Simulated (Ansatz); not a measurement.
Geometry optimisation, Ansatz, RKS B3LYP/def2-SVP.

The input (input.yaml):

```yaml
crystal:
  periodic: [false, false, false]
  atoms:
    - { symbol: B, position_ang: [0.0, 0.0, 0.0] }
    - { symbol: "N", position_ang: [0.0, 0.0, 1.9] }
    - { symbol: H, position_ang: [-0.877, -0.2713, 2.43] }
    - { symbol: H, position_ang: [0.877, 0.2713, 2.43] }
    - { symbol: H, position_ang: [1.0305, 0.0, -0.595] }
    - { symbol: H, position_ang: [-1.0305, 0.0, -0.595] }
    - { symbol: P, position_ang: [-0.2764, 2.079, 0.6969] }
    - { symbol: H, position_ang: [-1.5961, 2.5082, 0.396] }
    - { symbol: H, position_ang: [-0.0678, 2.1402, 2.1001] }
    - { symbol: H, position_ang: [-0.1504, 1.1309, 1.7636] }
basis:
  gaussian: { orbitals: def2-SVP }
hamiltonian:
  xc: b3lyp
relax:
  f_tol: 0.15
  max_steps: 25
  restrain:
    - { distance: [0, 6], at: 1.91, k: 30.0 }
    - { distance: [9, 1], at: 1.06, k: 30.0 }
    - { distance: [0, 1], at: 2.75, k: 30.0 }
    - { distance: [9, 6], at: 2.62, k: 30.0 }
```

Launched with:

```bash
$ ansatz run input.yaml --threads 1 --pin off --max-ram 2048MiB --backend cpu --events-out ev --progress --plain --runs-dir out
```

Task: Where does it end, and by what steps?

Result: The forces met the threshold. The restraints hold the end off the free minimum; the threshold counts their pulls, which the force column leaves out. Restrained pairs: B1–P7 (2.21 → 1.90 Å), N2–H10 (1.15 → 1.04 Å), B1–N2 (1.90 → 2.74 Å), P7–H10 (1.43 → 2.63 Å). After 10 steps the energy has fallen by 4.625 eV (the restraints' own energy left out); H9 moved furthest, 1.14 Å.

```tsv
step	energy less start (eV)	largest force component (eV/Å)	accepted
0	0.0000	7.084	yes
1	-1.8133	3.259	yes
2	-2.1749	3.206	yes
3	-2.6033	2.918	yes
4	-3.6400	2.501	yes
5	-4.2946	1.792	yes
6	-4.4775	1.381	yes
7	-4.5798	0.896	yes
8	-4.6177	0.864	yes
9	-4.5902	0.855	no
10	-4.6246	0.858	yes
```

```xyz
10
Properties=species:S:1:pos:R:3
B -0.050 0.566 -0.357
N -0.145 -0.159 2.280
H -0.833 -0.588 2.904
H 0.780 -0.257 2.706
H 1.097 0.213 -0.442
H -0.937 -0.091 -0.838
P -0.419 2.383 0.078
H -1.656 2.299 0.777
H 0.421 2.635 1.200
H -0.349 0.857 2.219
```

The run took 39 s on 1 thread of Arm Neoverse V1 (shared host), peak memory 0.15 GiB.
